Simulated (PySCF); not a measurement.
Reaction (SMILES): C#N (CH-N) → [C-]#[NH+] (C-NH)
B3LYP-D3(BJ)/def2-TZVP geometries, fixed; electronic energies without zero-point terms.

Effect of the auxiliary basis of density fitting at M06-2X/aug-cc-pVTZ with PySCF, against the last row, where the isomerisation energy is 12.89 kcal/mol.

```tsv
setting	fitting functions, largest species	largest shift of a total energy (mEh)	shift of the isomerisation energy (kcal/mol)
density fitting: autoaux	502	0.002	0.000
density fitting: def2-universal-jkfit	170	0.011	0.001
density fitting: cc-pvtz-jkfit	188	0.047	-0.003
density fitting: cc-pvqz-jkfit	263	0.002	0.000
density fitting: none	-	0.000	0.000
```

Within 0.02 kcal/mol in the isomerisation energy: density fitting: autoaux; density fitting: def2-universal-jkfit; density fitting: cc-pvtz-jkfit; density fitting: cc-pvqz-jkfit. The largest shift is 0.047 mEh in a total energy and 0.003 kcal/mol in the difference.
